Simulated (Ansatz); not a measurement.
Reaction (SMILES): C#C (C2H2) → C#[C-] + H+
B3LYP-D3(BJ)/def2-TZVP geometries, fixed; electronic energies without zero-point terms.
Largest species:
```xyz
4

C      0.0000     0.0000    -0.5984
C      0.0000     0.0000     0.5984
H      0.0000     0.0000     1.6611
H      0.0000     0.0000    -1.6611
```

The deprotonation energy at MP2 with Ansatz (a quantum-chemistry and plane-wave program), in kcal/mol, split into its Hartree-Fock and correlation parts. Cores are frozen. No added dispersion term, no relativity. Functions are those of the species that has most. These sets lack the diffuse functions that anions need.

```tsv
basis	X	functions	Hartree-Fock	MP2
cc-pVDZ	2	38	395.29	395.87
cc-pVTZ	3	88	391.96	390.57
cc-pVQZ	4	170	389.42	386.82
```

Worked estimate of the basis-set limit from each neighbouring pair, with Hartree-Fock from the larger set and the correlation part extrapolated as X^-3.
Correlation parts: X = 2: 0.58, X = 3: -1.39, X = 4: -2.60.
- (2,3): (27·(-1.39) - 8·(0.58))/19 = -2.22; with Hartree-Fock 391.96 the estimate is 389.74 kcal/mol.
- (3,4): (64·(-2.60) - 27·(-1.39))/37 = -3.48; with Hartree-Fock 389.42 the estimate is 385.94 kcal/mol.
The last two estimates differ by 3.80 kcal/mol; the largest set lies 0.88 from the last. Over the last step Hartree-Fock moves by -2.54 and the correlation part by -1.21.
